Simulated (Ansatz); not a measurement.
**What a trial cell of Al relaxes into**

All numbers below come from Ansatz, DFT PBEsol, scalar-relativistic, plane waves, PAW.

The start puts Al on the simple hexagonal structure type (P6/mmm, No. 191), at a guessed volume.

The final relaxation ran on this input, with the default PAW datasets:

```yaml
crystal:
  lattice:
    - [2.7649226996, 0.0, 0.0]
    - [-1.3824613498, 2.3944932974, 0.0]
    - [0.0, 0.0, 2.7658947251]
  atoms:
    - { symbol: Al, position: [0.0, 0.0, 0.0] }
basis:
  ecutwfc: 420
kpoints:
  mp_grid: { grid: [24, 24, 20] }
hamiltonian:
  xc: pbesol
scf:
  occupations: { method: gaussian, width: 0.1 }
output:
  forces: true
  stress: true
  eigenvalues: true
relax:
  adjacent_minimum: "off"
  f_tol: 0.01
  max_steps: 80
  cell: { stress_tol: 0.05 }
```

It can be run as:

```bash
ansatz run input.yaml --threads 1 --pin off --backend cpu --events-out ev --progress --plain --runs-dir out  # memory cap (--max-ram) not shown
```

End of the output:

```
SCF converged after 4 iterations
Free energy (F): -524.312519 eV
Harris-Foulkes:  -524.312519 eV  (|F-HF|=1.25e-12)
Internal energy: -524.310528 eV  (E = F + TS)
E sigma→0 (E₀):  -524.311523 eV
Entropy (-TS):   -0.001990 eV (-1.990 meV/atom)
Fermi energy:    6.558204 eV
--- Per-component energies (eV) ---
  E_band       = 7.597589
  E_kinetic    = 21.817115
  E_local      = 6.433162  (includes V_loc(G=0)·N_el)
  E_nonlocal   = 10.788308
  E_hartree    = 0.326505
  E_xc         = -38.856320
  E_vxc        = -28.429607  (∫ρ·V_xc dr)
  E_paw        = -454.754862  (= ΣΔE_a)
  E_vpaw       = -3.664396  (= ΣTr[D̂ρ^β])
  E_aug_tail   = -0.000002  (compensation charges beyond the density's cutoff)
  E_ewald      = -70.083574
  E_core_change = 0.019139  (= ΣΔE_core)
  E_smearing   = -0.001990  (= −TS)
  E_closure    = 0.000000  (closes the sum)
  Σ components = -524.312519   (vs F -524.312519, Δ=0.00e0)
--- Forces (eV/Å), atoms counted from 1 ---
  atom   1  Al     0.00000000     0.00000000     0.00000000
  max |Σ_I F_I| component: 1.28e-34 eV/Å
--- Stress (GPa, compression-positive) ---
       -0.010760       0.000000       0.000000
        0.000000      -0.010760       0.000000
        0.000000       0.000000       0.004897
  P = ⅓ Tr σ = -0.0055 GPa (-0.055 kbar)
--- Relaxed structure (3 steps of the walk, 3 accepted, 1 SCFs on fresh bases) ---
  F+E_penalty+E_count = -524.31251865 eV   max|allowed force component| = 0.000e0 eV/Å   (the final SCF, on the basis selected at the relaxed cell)
  cell:  # Å, volume = 18.3838 Å³
    - [2.762860, 0.0, 0.000000]
    - [-1.381430, 2.392707, 0.000000]
    - [0.000000, 0.000000, 2.780909]
  atoms:
    - { symbol: Al, position: [0.0, 0.0, 0.0] }
```

Absolute energies hang on the potentials; compare differences alone.

The result has space group P6/mmm (No. 191). Around Al lie 8 Al at 2.76–2.78 Å.

It lies 0.24 eV/atom above the element's standard state at the same level.

For metals, differences of a few meV/atom aren't resolved.

Symmetry constrained the relaxation, so the result can be a saddle point.